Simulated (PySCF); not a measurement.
# input.py for SiP⁺

Input:

```python
from pyscf import gto, scf

mol = gto.M(
    atom='Si 0 0 0; P 0 0 2.36',
    basis='lanl2dz',
    ecp={'Si': 'lanl2dz', 'P': 'lanl2dz'},
    charge=1,
    spin=0,
    verbose=4,
)
mf = scf.RHF(mol)
mf = mf.density_fit(auxbasis='def2-universal-jkfit')
mf.kernel()
mf.mulliken_pop()
mf.dip_moment()
print('orbital energies (hartree):', mf.mo_energy[..., max(0, mol.nelec[1]-3):mol.nelec[0]+3].round(4))
```

```bash
$ OMP_NUM_THREADS=1 python input.py
```

Output (some set-up lines and the per-cycle HOMO/LUMO lines with their warnings removed):

```
PySCF version 2.14.0

[INPUT] Symbol           X                Y                Z      unit          X                Y                Z       unit  Magmom
[INPUT]  1 Si     0.000000000000   0.000000000000   0.000000000000 AA    0.000000000000   0.000000000000   0.000000000000 Bohr   0.0
[INPUT]  2 P      0.000000000000   0.000000000000   2.360000000000 AA    0.000000000000   0.000000000000   4.459753653974 Bohr   0.0

nuclear repulsion = 4.48455263491525
number of shells = 8
number of NR pGTOs = 24
number of NR cGTOs = 16
basis = lanl2dz
ecp = {'Si': 'lanl2dz', 'P': 'lanl2dz'}

******** <class 'pyscf.df.df_jk.DFRHF'> ********
method = DFRHF
initial guess = minao
damping factor = 0
level_shift factor = 0
DIIS = <class 'pyscf.scf.diis.CDIIS'>
SCF conv_tol = 1e-09
SCF max_cycles = 50
Initial guess from minao.
******** <class 'pyscf.df.df.DF'> ********
auxbasis = def2-universal-jkfit
init E= -6.8460742034853

cycle= 1 E= -9.56929557903778  delta_E= -2.72  |g|= 0.345  |ddm|=  3.5
cycle= 2 E= -9.63409588464223  delta_E= -0.0648  |g|= 0.14  |ddm|= 0.767
cycle= 3 E= -9.64392514897721  delta_E= -0.00983  |g|= 0.0331  |ddm|= 0.237
cycle= 4 E= -9.64513994048221  delta_E= -0.00121  |g|= 0.0137  |ddm|= 0.0665
cycle= 5 E= -9.64557996186056  delta_E= -0.00044  |g|= 0.0074  |ddm|= 0.0525
cycle= 6 E= -9.64577315349982  delta_E= -0.000193  |g|= 0.000997  |ddm|= 0.0594
cycle= 7 E= -9.64577554399693  delta_E= -2.39e-06  |g|= 8.49e-05  |ddm|= 0.00662
cycle= 8 E= -9.6457755505366  delta_E= -6.54e-09  |g|= 1.32e-05  |ddm|= 0.000346
cycle= 9 E= -9.64577555069945  delta_E= -1.63e-10  |g|= 1.84e-06  |ddm|= 5.67e-05
Extra cycle  E= -9.64577555070145  delta_E= -1.99e-12  |g|= 8.21e-07  |ddm|= 4.27e-06
converged SCF energy = -9.64577555070145
 ** Mulliken pop  **
pop of  0 Si 3s           0.93984
pop of  0 Si 4s           1.03501
pop of  0 Si 3px          0.14195
pop of  0 Si 3py          0.03758
pop of  0 Si 3pz          0.62623
pop of  0 Si 4px          0.18191
pop of  0 Si 4py          0.04816
pop of  0 Si 4pz          0.21441
pop of  1 P 3s            0.95724
pop of  1 P 4s            1.05338
pop of  1 P 3px           0.57092
pop of  1 P 3py           0.15115
pop of  1 P 3pz           0.64702
pop of  1 P 4px           0.68657
pop of  1 P 4py           0.18176
pop of  1 P 4pz           0.52688
 ** Mulliken atomic charges  **
charge of    0Si =      0.77491
charge of    1P =      0.22509

WARN: System has nonzero charge 1; the dipole moment is origin-dependent.
Location of origin: [0. 0. 0.]

Dipole moment(X, Y, Z, Debye): -0.00000,  0.00000,  3.49771
orbital energies (hartree): [-0.7968 -0.5777 -0.5599 -0.3083 -0.2379 -0.2043]
```

In short: E(SCF) = -9.645776 Eh, 9 cycles.

Run time: 1 s on 1 thread of Arm Neoverse N1 (shared host).

At this level a UHF run with spin=4 ends 1.35 eV lower; the true order of the states can differ. Stability towards an unrestricted solution was not tested. The bond length is a typed value, not an optimised one. The dipole of an ion depends on the origin.
